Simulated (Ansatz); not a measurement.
# C3H5ClO: a ladder of functionals and wavefunction methods

The task here is to estimate one member of a computed series from the others.

Method: functionals in def2-TZVPP, the program's frozen cores in correlated methods; program: Ansatz 0.2.0, Gaussian basis.

The runs, in order: PBE-D4, r2SCAN-D4, PBE0-D4, B3LYP-D4, ωB97X-V, ωB97M-V, B2PLYP; CCSD(T)/def2-TZVPP; MP2/def2-QZVPP; extrapolation to the limit.

## Structure used throughout

The geometry comes from an earlier relaxation with PBE0-D4 in a triple-zeta def2 set; it is a stationary point, not always the lowest conformer.

SMILES `C/C=C(\O)Cl`, 10 atoms, charge 0, spin multiplicity 1.

Atoms are counted from 1 here; the program's logs count them from 0.

Bond lengths: C1–C2 1.490 Å, C1–H6 1.094 Å, C1–H7 1.090 Å, C1–H8 1.095 Å, C2–C3 1.325 Å, C2–H9 1.082 Å, C3–O4 1.348 Å, C3–Cl5 1.736 Å, O4–H10 0.961 Å. Angles: C2–C1–H6 110.8°, C2–C1–H7 111.5°, C2–C1–H8 111.1°, H6–C1–H7 108.3°, H6–C1–H8 107.0°, H7–C1–H8 108.0°, C1–C2–C3 123.6°, C1–C2–H9 119.2°, C3–C2–H9 117.2°, C2–C3–O4 124.1°, C2–C3–Cl5 121.9°, O4–C3–Cl5 114.0°, C3–O4–H10 109.3°.

Set-up of the first run:

The input, in.yaml:

```yaml
crystal:
  periodic: [false, false, false]
  atoms:
    - {symbol: C, position_ang: [-1.202891, -0.739735, 0.107348]}
    - {symbol: C, position_ang: [-0.206670, 0.250035, 0.605575]}
    - {symbol: C, position_ang: [0.916848, 0.544108, -0.032869]}
    - {symbol: O, position_ang: [1.308363, -0.042175, -1.181896]}
    - {symbol: Cl, position_ang: [2.040131, 1.717615, 0.578662]}
    - {symbol: H, position_ang: [-2.196342, -0.287749, 0.032101]}
    - {symbol: H, position_ang: [-0.926549, -1.124175, -0.874139]}
    - {symbol: H, position_ang: [-1.289256, -1.589448, 0.791994]}
    - {symbol: H, position_ang: [-0.390790, 0.757945, 1.542964]}
    - {symbol: H, position_ang: [2.030454, 0.462580, -1.566740]}
basis:
  gaussian: {orbitals: def2-TZVPP}
hamiltonian: {xc: pbe, dispersion: d4}
output: {forces: true, orbitals: {seedname: orbitals}}
```

On the command line:

```sh
ansatz run in.yaml --threads 4 --pin off --events-out ev --progress --plain --max-ram 10444MiB
```

Steps of the session up to this table: PBE-D4 (GGA); r2SCAN-D4 (meta-GGA); PBE0-D4 (hybrid); B3LYP-D4 (hybrid); ωB97X-V (range-separated); ωB97M-V (range-separated); B2PLYP (double hybrid); CCSD(T) in def2-TZVPP; MP2 in def2-QZVPP.

One of the session's tables, all rows but one given; the rest of the session is left out.

| method | atomisation energy (eV) |
| --- | --- |
| PBE-D4 | 42.316 |
| r2SCAN-D4 | 41.177 |
| PBE0-D4 | 41.333 |
| B3LYP-D4 | 40.868 |
| ωB97X-V | 40.938 |
| ωB97M-V | ? |
| B2PLYP | 40.487 |
| HF/def2-TZVPP | 29.181 |
| MP2/def2-TZVPP | 40.795 |
| CCSD/def2-TZVPP | 39.071 |
| CCSD(T)/def2-TZVPP | 39.816 |
| MP2/CBS | 41.877 |
| CCSD(T)/CBS | 40.899 |

Estimate the missing values for ωB97M-V.

The run gave: atomisation energy (eV): 41.079. In the column «atomisation energy (eV)» it lies between ωB97X-V (40.938) and r2SCAN-D4 (41.177).
